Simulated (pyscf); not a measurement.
# Hydrogen abstraction: H₂C=CH–SiH₂• + H₂ -> H₂C=CH–SiH₃ + H•

Gas phase, doublet surface, charge 0. Bonds broken: H2–H7. Bonds formed: Si1–H2. Optimised with ωB97X-D3(BJ)/def2-SVP in PySCF.

Transition state (Å):

```xyz
10

Si    -0.9968    -0.7882     0.1641
H      0.4118    -1.1973     0.7475
H     -1.5348    -1.9874    -0.5440
H     -1.8888    -0.4207     1.3027
C     -0.8142     0.6725    -0.9863
C     -1.3390     1.8758    -0.7224
H      1.5241    -1.5003     1.1984
H     -0.2401     0.5499    -1.9148
H     -1.2128     2.7272    -1.4021
H     -1.9219     2.0654     0.1873
```

One imaginary mode, 914i cm⁻¹; descent along it reached the two sides named.

```csv
bond,change,reactant side (Å),saddle,product side
H2–H7,breaks,0.761,1.238,3.4
Si1–H2,forms,3.4,1.579,1.493
```

Electronic energies relative to the separated reactants (kcal/mol):

```
level                   barrier  reaction energy  reverse barrier
----------------------  -------  ---------------  ---------------
ωB97X-D3(BJ)/def2-TZVP     16.9            +12.5              4.4
PBE/def2-TZVP              16.0            +16.4             -0.3
r²SCAN/def2-TZVP           16.6            +18.0             -1.4
B3LYP-D3(BJ)/def2-TZVP     16.8            +17.0             -0.2
PBE0-D3(BJ)/def2-TZVP      15.9            +14.5              1.4
M06-2X/def2-TZVP           20.9            +15.9              5.0
ωB97M-D3(BJ)/def2-TZVP     17.3            +12.8              4.5
HF/def2-TZVP               21.5             +9.1             12.3
```

With ωB97M-D3(BJ)/def2-TZVP energies and thermal terms (ideal gas, 1 atm, RRHO with modes under 100 cm⁻¹ raised to 100, one conformer, R ln 2 for chiral ones without a mode under 150 cm⁻¹), in kcal/mol:

```csv
T (K),ΔH‡,ΔG‡,ΔH,ΔG
298,15.2,23.1,+12.2,+13.8
600,14.9,31.2,+12.1,+15.5
900,15.2,39.4,+12.5,+17.2
1200,15.6,47.4,+13.2,+18.6
```

At PBE, r²SCAN, B3LYP-D3(BJ) this geometry lies under the product side: in single points on another level's saddle the reverse barrier vanishes, and the forward threshold there is about the reaction energy. This saddle turned up in a search for another step; its sides and bond changes are read from the two ends of the descent. One saddle was located; it need not be the lowest between these sides. The angle at the transferred H is 179°.
